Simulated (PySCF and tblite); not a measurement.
Values are calculated unless marked as measured or tabulated.
System: CH₂O₂, numbered as in [O:1]=[CH:2][OH:3].

Geometries: GFN2-xTB; energies: PBE0/pcSseg-2 + D3(BJ); zero-point and thermal terms from GFN2-xTB harmonic modes (soft modes blended into free rotors). Rates follow Eyring's equation with the number of equivalent paths and no tunnelling. Programs: tblite and PySCF.

**Question.** Estimate the barrier and the room-temperature rate of the rotation about the C2–O3 bond (torsion O1–C2–O3–H from 0° to 180°, rising).

**Answer.** The electronic barrier is 13.1 kcal/mol and ΔG‡(298 K) 11.8 kcal/mol, over a C1 saddle with an imaginary mode of 677i cm⁻¹ (GFN2-xTB). With 2 equivalent paths, k is 2.9×10⁴ s⁻¹, a mean lifetime of the start of 34 µs against this motion. The end lies 4.0 kcal/mol above the start in free energy.
